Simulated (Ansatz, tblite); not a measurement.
# The cluster Ag2Cl+: a ladder of methods and basis sets

One table from this session's results is given with a row withheld; the runs are named, their logs left out.

The runs use Ansatz 0.2.0, Gaussian basis; as each input shows.

Levels to be run: GFN1-xTB, GFN2-xTB, PBE-D4/def2-TZVP, r2SCAN-D4/def2-TZVP, HSE06-D4/def2-TZVP, HF/def2-TZVP, LDA/def2-TZVP, B97M-V/def2-TZVP, PBE-QIDH/def2-TZVP, PBE-D4/def2-SVP, PBE0-D4/def2-SVP, CCSD(T)/def2-TZVPP, MP2/def2-TZVP, RPA/def2-TZVP.

1 further run of the same task is left out (set aside as unsound or not needed).

### The structure

The singlet was relaxed beforehand with PBE0-D4/def2-TZVP. At that level it is the lowest of the isomers that a small search found.

3 atoms, charge 1, spin multiplicity 1.

Bond lengths: Ag1–Cl3 2.387 Å, Ag2–Cl3 2.387 Å. Angles: Ag1–Cl3–Ag2 122.0°.

Ag takes a core potential in the def2 sets. No spin-orbit coupling is included. The ion is computed in the gas phase, without counter-ions or solvent.

PBE0-D4/def2-TZVP was run before; its log isn't repeated, and its numbers join the tables.

The first run:

Tight binding, by tblite at 300 K electronic temperature and without a spin-polarisation term:

```python
tblite.interface.Calculator('GFN1-xTB', numbers, positions, charge=1, uhf=0).singlepoint()
```

Tight binding, by tblite at 300 K electronic temperature and without a spin-polarisation term:

```python
tblite.interface.Calculator('GFN2-xTB', numbers, positions, charge=1, uhf=0).singlepoint()
```

start.molden holds the orbitals of an earlier run on this state, given as this run's starting guess.

File in.yaml:

```yaml
crystal:
  periodic: [false, false, false]
  atoms:
    - {symbol: Ag, position_ang: [1.993540, 0.329423, 0.651797]}
    - {symbol: Ag, position_ang: [-1.706159, -1.042204, -0.714418]}
    - {symbol: Cl, position_ang: [-0.287381, 0.712781, 0.062621]}
basis:
  gaussian: {orbitals: def2-TZVP, initial_orbitals: start.molden}
total_charge: 1
hamiltonian: {xc: pbe, dispersion: d4}
scf: {omitted_lower_state_checks: [starts]}
output: {orbitals: {seedname: orbitals}}
```

The run is started by

```console
$ ansatz run in.yaml --threads 4 --pin off --events-out ev --progress --plain --max-ram 3916MiB
```

Among the steps run: PBE-D4/def2-TZVP; r2SCAN-D4/def2-TZVP; HSE06-D4/def2-TZVP; HF/def2-TZVP; LDA/def2-TZVP; B97M-V/def2-TZVP; PBE-QIDH/def2-TZVP; PBE-D4/def2-SVP; PBE0-D4/def2-SVP; CCSD(T)/def2-TZVPP; MP2/def2-TZVP; RPA/def2-TZVP.

One table of the session follows, with a row left open; its other results are not shown here.

It belongs to the step «Levels side by side». 

| level | HOMO (eV) | LUMO (eV) | gap (eV) |
| --- | --- | --- | --- |
| HF/def2-TZVP | -15.75 | -4.22 | 11.53 |
| LDA/def2-TZVP | -11.95 | -9.09 | 2.86 |
| PBE-D4/def2-SVP | -11.65 | -8.70 | 2.95 |
| PBE-D4/def2-TZVP | -11.66 | -8.71 | 2.95 |
| r2SCAN-D4/def2-TZVP | ? | ? | ? |
| B97M-V/def2-TZVP | -11.88 | -8.44 | 3.44 |
| PBE0-D4/def2-SVP | -12.88 | -7.58 | 5.29 |
| PBE0-D4/def2-TZVP | -12.89 | -7.59 | 5.30 |
| HSE06-D4/def2-TZVP | -12.49 | -7.96 | 4.53 |

**Question.** Estimate the row for r2SCAN-D4/def2-TZVP.

As computed: HOMO (eV): -11.82; LUMO (eV): -8.32; gap (eV): 3.50. In the column «HOMO (eV)» it lies between B97M-V/def2-TZVP (-11.88) and PBE-D4/def2-TZVP (-11.66).
